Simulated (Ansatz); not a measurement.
A nudged elastic band was laid between two geometries of BH₅N₂ (8 atoms, charge 0, multiplicity 1).

Theory: RKS r2SCANh/def2-SVPD (Ansatz).

- movable images: 5
- climbing image: yes
- spring: 5.0 eV/Å²
- optimiser: quadratic models (default)
- start path: through a guess of the saddle point
- force threshold: 0.03 eV/Å
- iteration limit: 60
- end points: relaxed

First end point:

```xyz
8
Properties=species:S:1:pos:R:3
N -0.972 0.515 -0.580
B 0.196 0.393 0.206
N 0.851 -0.843 0.400
H -1.419 -0.255 -1.054
H -1.437 1.396 -0.718
H 0.649 1.380 0.731
H 1.682 -0.929 0.960
H 0.543 -1.716 0.000
```

Last end point:

```xyz
8
Properties=species:S:1:pos:R:3
N -0.972 0.516 -0.580
B 0.196 0.394 0.206
N 0.851 -0.843 0.400
H -1.419 -0.255 -1.053
H -1.437 1.396 -0.718
H 0.649 1.381 0.731
H 0.541 -1.716 0.001
H 1.682 -0.929 0.959
```

Which bonds break or form, and what moves?

No bond is made or broken. The height of N1 over the plane of its neighbours goes from 0.00 to 0.00 Å. The two ends are copies of one structure, up to a mirror image or an exchange of like atoms.

What energy profile does the band end with?

It converged. The highest image is number 3 of 0 to 6, 15.1 kcal/mol above the ends, which have the same energy within 2 meV. A vibrational analysis at the climbing image gives one clearly imaginary mode, 430i cm⁻¹: a first-order saddle point.

```tsv
image	path coordinate (Å)	energy (kcal/mol)	height of N1 over the plane of its neighbours (Å)
0	0.00	0.0	0.00
1	0.58	3.9	-0.06
2	1.16	11.7	-0.04
3	1.74	15.1	0.00
4	2.32	11.7	0.04
5	2.89	3.9	0.06
6	3.47	0.0	0.00
```

What is the geometry of the highest image?


```xyz
8
Properties=species:S:1:pos:R:3
N -0.918 0.584 -0.655
B 0.097 0.305 0.257
N 0.743 -1.018 0.199
H -1.205 -0.103 -1.339
H -1.418 1.458 -0.694
H 0.391 1.178 1.049
H 1.745 -0.942 0.045
H 0.657 -1.518 1.081
```

What are the harmonic wavenumbers there?

430i, 417, 592, 637, 683, 833, 881, 1043, 1048, 1163, 1394, 1578, 1622, 2534, 3545, 3613, 3615, 3739 cm⁻¹.

The run took 96 s on 2 threads of Arm Neoverse V1 (shared host), peak memory 0.18 GiB.
